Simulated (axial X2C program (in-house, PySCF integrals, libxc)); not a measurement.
**B₂⁺: properties at the nuclei**

Calculated with an axial X2C code built on PySCF integrals: two-component X2C with atomic mean-field Coulomb and Gaunt terms, Gaussian nuclei, basis B dyall-v3z with contracted cores.

R = 1.629 Å (near the PBE0 minimum at charge 1 of the determinant lowest at the starting distance; the state shown can have its own minimum elsewhere).

Input and command:
```json
{"zs": [5, 5], "q": 1, "bas": ["dyall-v3z", "dyall-v3z"], "r0": 1.7, "levels": ["PBE0", "HF", "BP86", "TPSSh", "B3LYP"], "nst": 3}
```
```bash
python soeom.py task.json out
```

Keys: zs atomic numbers; q charge; bas basis sets; r0 starting distance in Å; levels methods; nst determinants followed.

Determinant lowest in the PBE0 search, Ω = 1/2 (⟨Sz⟩ = 1.50, ⟨Lz⟩ = -1.00 at PBE0), spin on the atoms B 0.75, B 0.75:

```
level  A∥/gI B (MHz)  qzz B (a.u.)
 PBE0            653         -0.50
   HF            665         -0.53
 BP86            650         -0.50
TPSSh            651         -0.49
B3LYP            686         -0.52
```

A∥ (defined per Ω) follows by multiplying with gI = μI/(I μN); qzz is the electric field gradient, eQq0 = 234.96 MHz × Q/barn × qzz. The operators were transformed with the bare-nucleus X2C matrices; with these basis sets, hyperfine constants and field gradients can be off by tens of per cent, and where levels differ in sign neither size nor sign is settled.

With gI(11B) = 1.7924, Q(11B) = 0.04059 barn (g factors from the IAEA table of nuclear moments by Stone; Q from Pyykkö, Mol. Phys. 2018), turn the PBE0 values of the first state into constants in MHz.

A∥(11B) = 653 × 1.7924 = 1170 MHz; eQq0(11B) = 234.96 × (0.04059) × (-0.50) = -4.77 MHz.

Each state is one determinant with collinear spin, which with several unpaired electrons need not be a pure state. Unrestricted Hartree–Fock can overshoot spin polarisation at the nuclei. With several open shells hyperfine constants can be off by a factor of several. States lie within half an eV, so the first need not be the ground state. Further determinants of the search, some of them spin-mixed, are not shown.
